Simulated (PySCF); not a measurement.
Species: C4H4F2.
Numbering: `[CH2:1]=[C:2]=[CH:3][CH:4]([F:5])[F:6]` (hydrogens: H7, H8 on C1; H9 on C3; H10 on C4)

Torsions of this conformer, `[CH2:1]=[C:2]=[CH:3][CH:4]([F:5])[F:6]`: C2–C3–C4–F5 -123°.

The closed-shell ground state was solved at several levels (PySCF, density fitting, gas phase, non-relativistic). Isolated species at its PBE0-D3(BJ)/def2-SVP geometry (one conformer only).

| level | basis functions | total energy (Eh) | HOMO (eV) | LUMO (eV) | gap (eV) | dipole (D) |
| --- | --- | --- | --- | --- | --- | --- |
| PBE0/6-31G | 62 | -353.9827 | -8.13 | -0.09 | 8.04 | 2.87 |
| PBE0/STO-3G | 34 | -349.2982 | -5.24 | 2.94 | 8.18 | 1.14 |
| PBE/pcJ-1 | 202 | -354.0741 | -7.00 | -1.35 | 5.65 | 2.34 |
| KT2/pcJ-1 | 202 | -359.8255 | -7.04 | -1.35 | 5.69 | 2.41 |
| PBE0/cc-pVTZ | 236 | -354.2040 | -8.20 | -0.31 | 7.89 | 2.46 |
| CAM-B3LYP/pcSseg-2 | 272 | -354.4722 | -9.65 | 0.70 | 10.35 | 2.71 |
| LC-wPBE/pcSseg-2 | 272 | -354.3802 | -11.03 | 1.87 | 12.90 | 2.69 |
| B3LYP/6-31G* | 92 | -354.4372 | -7.64 | -0.13 | 7.51 | 2.24 |

Question: Estimate the row for B3LYP/def2-TZVP, a basis of 210 functions; the other rows only guide the guess.

Answer: Total energy -354.6066 Eh, HOMO -8.02 eV, LUMO -0.61 eV, gap 7.41 eV, dipole 2.52 D.

Question: Over all these levels, which gives the widest orbital gap and which the narrowest?

Answer: LC-wPBE/pcSseg-2 (range-separated hybrid) has the widest, 12.90 eV, and PBE/pcJ-1 (GGA) the narrowest, 5.65 eV. Functional and basis both differ between the two, so the spread mixes both effects.

Question: How much does the basis alone move the frontier levels among the 3 PBE0 rows?

Answer: The HOMO by 2.96 eV and the LUMO by 3.25 eV. By rising basis size (HOMO, LUMO in eV): STO-3G -5.24, 2.94; 6-31G -8.13, -0.09; cc-pVTZ -8.20, -0.31.

Question: How far do the dipole and the HOMO energy spread over the levels?

Answer: The dipole runs from 1.14 to 2.87 D (mean 2.38 D) and the HOMO from -11.03 to -5.24 eV.
